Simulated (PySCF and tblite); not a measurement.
The numbers below are computed, except where a source is named.
2 E/Z isomers of C₄H₆O₂, numbered alike:

| isomer | SMILES | descriptors |
| --- | --- | --- |
| A | [CH3:1][O:2]/[CH:3]=[CH:4]\[CH:5]=[O:6] | 3=4 Z |
| B | [CH3:1][O:2]/[CH:3]=[CH:4]/[CH:5]=[O:6] | 3=4 E |

Each isomer is a Boltzmann average at 298.15 K over at most 6 conformers: GFN2-xTB geometries, energies PBE0/pcSseg-1 (D3(BJ) added where defined), GIAO shieldings PBE0/pcSseg-1, GFN2-xTB thermal terms. Programs: PySCF with density fitting and tblite.

Q: What shifts does each isomer give (ppm)?

A: 
A: ¹H (against TMS): 10.35 (H5, 1H), 6.90 (H3, 1H), 5.23 (H4, 1H), 3.96 (H1, 3H). ¹³C (against TMS): 190.3 (C5), 169.0 (C3), 115.9 (C4), 61.4 (C1).

B: ¹H (against TMS): 9.62 (H5, 1H), 7.42 (H3, 1H), 5.37 (H4, 1H), 3.87 (H1, 3H). ¹³C (against TMS): 191.0 (C5), 175.8 (C3), 111.8 (C4), 57.5 (C1).

Q: Which carbons tell the isomers apart best?

A: C3: 169.0 in A, 175.8 in B; C4: 115.9 in A, 111.8 in B; C1: 61.4 in A, 57.5 in B ppm.

Shifts are unscaled: against experiment ¹³C can be off by 15 ppm or more and ¹H by 0.8 ppm.
